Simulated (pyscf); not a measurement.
Optimised with ωB97X-D3(BJ)/def2-SVP in PySCF. Correlated levels are frozen-core, on RHF or UHF. ΔMP2 is the change of the MP2 total energy from the triple- to the quadruple-zeta basis.

Question: What is the homolytic dissociation enthalpy (298 K, CCSD(T)/def2-TZVPP + ΔMP2(QZVPP)) of the B–F bond of F–B(Cl)–Cl, to F• + [Cl–B–Cl]•?

Answer: B–F to F• + [Cl–B–Cl]•: 7.14 eV. The radicals are drawn with the spin at the cut bond; how far it spreads was not checked. The CCSD(T) − MP2 part came from Ansatz, without density fitting, on the same reference. Left out: the spin-orbit lowering of F.
